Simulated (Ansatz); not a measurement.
# AlH₃+ (doublet): from Hartree-Fock to the top rungs, cc-pVDZ

One table from this session's results is given with a row withheld; the runs are named, their logs left out.

Computed with Ansatz 0.2.0, Gaussian basis. Level: cc-pVDZ, core rule «outside noble gas», up to 5 orbitals frozen.

To be run: UHF; CCSD(T) on ROHF; CCSD(T) on UHF; BCCD(T) on ROHF; CISD; CCSDT(Q) on ROHF; CCSDT(Q) on UHF; CISDTQ; Full CI.

32 further runs of the same task are left out: 2 for a mislabelled method, 8 for a known fault of the program, 10 that didn't finish, 12 set aside as unsound or not needed.

### What is computed

The geometry is a PBE0/def2-TZVP stationary point (not a proven minimum) of the parent state, kept for this charge and spin.

4 atoms, charge 1, spin multiplicity 2.

Atoms are counted from 1 here; the program's logs count them from 0.

Bond lengths: Al1–H2 1.590 Å, Al1–H3 1.843 Å, Al1–H4 1.843 Å, H3–H4 0.841 Å. Angles: H2–Al1–H3 101.8°, H2–Al1–H4 101.8°, H3–Al1–H4 26.4°, Al1–H3–H4 76.8°, Al1–H4–H3 76.8°.

The first run:

Contents of in.yaml:

```yaml
crystal:
  periodic: [false, false, false]
  atoms:
    - {symbol: Al, position_ang: [0.000000, 0.074413, -0.095633]}
    - {symbol: H, position_ang: [0.000000, -1.372409, -0.753982]}
    - {symbol: H, position_ang: [0.420650, -0.309773, 1.656991]}
    - {symbol: H, position_ang: [-0.420650, -0.309773, 1.656991]}
basis:
  gaussian: {orbitals: cc-pVDZ}
total_charge: 1
magnetization: {spin_polarized: true, initial_magnetization: 1}
hamiltonian: {xc: hf}
output: {orbitals: {seedname: orbitals}}
```

Launch:

```sh
$ ansatz run in.yaml --threads 1 --pin off --events-out ev --progress --plain --max-ram 2393MiB
```

Among the steps run: UHF; CCSD(T) on ROHF; CCSD(T) on UHF; BCCD(T) on ROHF; CISD; CCSDT(Q) on ROHF; CCSDT(Q) on UHF; CISDTQ; Full CI.

One table of the session follows, with a row left open; its other results are not shown here.

```
   method  from FCI (kJ/mol)
     ROHF             +215.9
      UHF             +212.3
     RMP2              +58.6
     UMP2              +57.3
     CISD                  ?
    RCCSD               +3.3
    UCCSD               +3.1
 RCCSD(T)               +1.0
 UCCSD(T)               +0.9
  BCCD(T)               +0.9
   RCCSDT                0.0
   UCCSDT                0.0
   CISDTQ               +0.1
RCCSDT(Q)                0.0
UCCSDT(Q)                0.0
      FCI                  0
```

Q: Estimate the row for CISD from the others.

**Answer.** from FCI (kJ/mol): +8.8. In the column «from FCI (kJ/mol)» it lies between RCCSD (+3.3) and UMP2 (+57.3).

Caveats from the session: Levels on UHF freeze UHF's core orbitals, full CI those of ROHF, so the U rows can settle a little off it for that reason alone. Restricted and unrestricted rows rest on different reference determinants; where their highest levels disagree by more than a few hundredths of an eV, they describe different states and don't form one ladder.
